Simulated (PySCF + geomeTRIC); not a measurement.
Species: H2N, SMILES `[NH2]` (charge 0, multiplicity 2).

Give a relaxed geometry from PBE0-D3(BJ)/def2-TZVP in PySCF + geomeTRIC.

the end point of this relaxation (outside a Z-matrix the atoms follow the SMILES, hydrogens last).
Bond lengths (Å): N1–H2 1.027, N1–H3 1.027. Bond angles (°): H2–N1–H3 103.1.
